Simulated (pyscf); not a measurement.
# Routes from HO–SiH₂–PH₂ (SMILES O[SiH2]P) + H₂ (SMILES [H][H])

Candidate steps break at most two bonds and form at most two. Each was searched with GFN2-xTB (tblite) first. Optimised with ωB97X-D3(BJ)/def2-SVP in PySCF. Energies: ωB97M-D3(BJ)/def2-TZVP, eV, from the separated reactants, singlet surface; ΔG‡ with ideal gas, 1 atm, RRHO with modes under 100 cm⁻¹ raised to 100, one conformer, R ln 2 for chiral ones without a mode under 150 cm⁻¹.

| products | type | ΔE‡ | ΔE | ΔG‡ 298 K | ΔG‡ 900 K | ν‡ (cm⁻¹) |
|---|---|---|---|---|---|---|
| H₃Si–PH₂ + H₂O | four-centre exchange | 2.19 | +0.71 | 2.62 | 3.46 | 1282i |
| PH₃ + HO–SiH₃ | four-centre exchange | 2.53 | -0.02 | 2.91 | 3.72 | 1611i |

Row 2: On the product side the descent ends in a complex, 0.18 eV under the separated species and 2.59 eV under the saddle at ωB97X-D3(BJ)/def2-TZVP. 

Plain bond fissions and candidates not yet searched are not listed, and one of them may be faster. Each barrier is that of the saddle found; lower ones may exist.
